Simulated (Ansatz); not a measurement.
Computed with Ansatz on PBE0-D4/def2-TZVP structures; ΔE is electronic, products minus reactants. CCSD(T)/CBS adds triple-zeta CCSD(T) − MP2 to the extrapolated MP2 energy (def2 sets, frozen cores). This one scheme is used for every species, atoms too. Open shells (•) are unrestricted, without spin–orbit coupling. Spin–orbit coupling would lower the free atoms: a little for O, Si. One conformer a species, not always the lowest.

Reaction (atomization): `O[SiH][SiH3]`• → 5 H• + O• + 2 Si•

`O[SiH][SiH3]`•:

Z-matrix (Å, degrees):
```
Si
Si 1 2.344
H 1 1.491 2 114.5
H 1 1.489 2 108.6 3 -120.8
H 1 1.488 2 108.0 3 121.6
O 2 1.657 1 114.2 3 61.6
H 2 1.490 1 113.1 3 -58.0
H 6 0.959 2 116.9 1 52.3
```

```
        species  CCSD(T)/CBS(def2) energy (Eh)
`O[SiH][SiH3]`•                     -656.31721
             H•                       -0.50000
             O•                      -75.00631
            Si•                     -288.94402
```

**Question.** Work out ΔE.

**Answer.** ΔE = 5 × (-0.50000) + 2 × (-288.94402) + (-75.00631) − (-656.31721) = 0.92286 Eh = +25.11 eV.

Largest T1 diagnostic among the species: 0.016.

The D4 term adds +0.25 eV with B3LYP and +0.13 eV with PBE0; it sums over pairs of atoms, weighted by their polarisabilities, and B3LYP, whose exchange is more repulsive, gets the larger term. From PBE to PBE0 (25 % exact exchange), in def2-TZVPP and without D4, ΔE moves by −0.27 eV: exact exchange takes away binding that semilocal exchange gives to molecules.

B3LYP here is the variant with VWN-RPA as its local correlation; programs differ in this.

For atomizations the MP2-based limit and the directly extrapolated one differ by several kJ/mol either way, and by 10 to 25 for some Ge, Se and Sn compounds, so smaller differences from it don't rank the levels.
